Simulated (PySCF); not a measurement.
Simulated outer-valence photoelectron spectrum of `O=COC1C=C1`. Level of theory: EOM-IP-CCSD/aug-cc-pVDZ in PySCF, restricted Hartree–Fock reference, frozen core, non-relativistic, gas phase, PBE0-D3(BJ)/def2-SVP geometry.

Each root has a Gaussian of 0.8 eV full width with its one-hole share as area; cross sections and vibrations are left out, and the highest printed point is 100.

(ionisation energy (eV), intensity): (9.2, 1), (9.4, 4), (9.6, 14), (9.8, 37), (10.0, 68), (10.2, 88), (10.4, 84), (10.6, 61), (10.8, 44), (11.0, 43), (11.2, 46), (11.4, 41), (11.6, 26), (11.8, 13), (12.0, 7), (12.2, 13), (12.4, 32), (12.6, 62), (12.8, 89), (13.0, 100), (13.2, 93), (13.4, 75), (13.6, 53), (13.8, 31), (14.0, 14), (14.2, 4), (14.4, 1), (14.6, 1), (14.8, 4), (15.0, 13), (15.2, 28), (15.4, 46), (15.6, 58), (15.8, 62), (16.0, 59), (16.2, 48), (16.4, 30), (16.6, 14), (16.8, 5), (17.0, 1), (17.2, 0)

Where are the maxima, and how many lines lie under the curve?

4 maxima, at 10.3, 11.2, 13.0 and 15.8 eV, from 8 lines. At this width some lines have no maximum of their own.

List the lines with their holes.

| E (eV) | leading hole (HF orbital) | area | Koopmans (eV) |
| --- | --- | --- | --- |
| 10.22 | HOMO | 0.95 | 10.72 |
| 10.29 | HOMO-1 | 0.95 | 11.41 |
| 11.25 | HOMO-2 | 0.95 | 12.71 |
| 12.81 | HOMO-3 | 0.94 | 13.88 |
| 12.99 | HOMO-4 | 0.95 | 14.17 |
| 13.47 | HOMO-5 | 0.95 | 15.18 |
| 15.53 | HOMO-6 | 0.92 | 17.47 |
| 16.09 | HOMO-7 | 0.93 | 18.23 |

The widest gap, 2.06 eV, lies between 13.47 and 15.53 eV. Only orbitals with −ε under 21 eV, eight at most, were ionised, so the high end of the curve may lack lines.

Shape of the structure used: `[O:1]=[CH:2][O:3][CH:4]1[CH:5]=[CH:6]1`: O1–C2–O3–C4 0°, C2–O3–C4–C5 151°.

One conformer stands for the species.
